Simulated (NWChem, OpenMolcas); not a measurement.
**OF2 (oxygen difluoride): methods side by side**

OF2 has 3 atoms, charge 0, and is taken as a singlet. SMILES: `FOF`. The coordinates come from a PBE0-D4/def2-TZVP relaxation.

```xyz
3

F     0.9533   -0.3400    0.4883
O     0.0005    0.5639    0.0620
F    -0.9538   -0.2240   -0.5503
```

Each level gives the dipole moment (D). The values are calculated.

**What was measured.** NIST CCCBDB gives the dipole moment of the gas as 0.30 D.

```json
{"level": "SVWN5/cc-pVTZ", "kind": "LDA", "program": "OpenMolcas", "value (D)": "0.19", "computed − measured": "-0.11", "CPU time": "16 s"}
{"level": "PBE/cc-pVTZ", "kind": "GGA", "program": "OpenMolcas", "value (D)": "0.20", "computed − measured": "-0.10", "CPU time": "18 s"}
{"level": "M06-L/cc-pVTZ", "kind": "meta-GGA", "program": "NWChem", "value (D)": "0.25", "computed − measured": "-0.05", "CPU time": "17 s"}
{"level": "TPSS/cc-pVTZ", "kind": "meta-GGA", "program": "OpenMolcas", "value (D)": "0.24", "computed − measured": "-0.06", "CPU time": "26 s"}
{"level": "r2SCAN/cc-pVTZ", "kind": "meta-GGA", "program": "NWChem", "value (D)": "0.25", "computed − measured": "-0.05", "CPU time": "19 s"}
{"level": "M06-2X/cc-pVTZ", "kind": "hybrid meta-GGA", "program": "OpenMolcas", "value (D)": "0.29", "computed − measured": "-0.01", "CPU time": "23 s"}
{"level": "PBE0/cc-pVTZ", "kind": "global hybrid", "program": "NWChem", "value (D)": "0.26", "computed − measured": "-0.04", "CPU time": "16 s"}
{"level": "wB97X/cc-pVTZ", "kind": "range-separated hybrid", "program": "NWChem", "value (D)": "0.27", "computed − measured": "-0.03", "CPU time": "92 s"}
```

Nearest: M06-2X/cc-pVTZ (-0.01 D); farthest: SVWN5/cc-pVTZ (-0.11 D). The measured dipole is a vibrational average, so differences of a few hundredths of a debye mean little. Computed less measured by kind, in D (cc-pVTZ rows): LDA -0.11; GGA -0.10; meta-GGA -0.06 to -0.05; global hybrid -0.04 to -0.01; range-separated hybrid -0.03. Magnitudes only: a small dipole may point the other way at some levels. CPU times are rough (shared hosts, several kinds of processor): they show what a rung costs within a factor of a few.
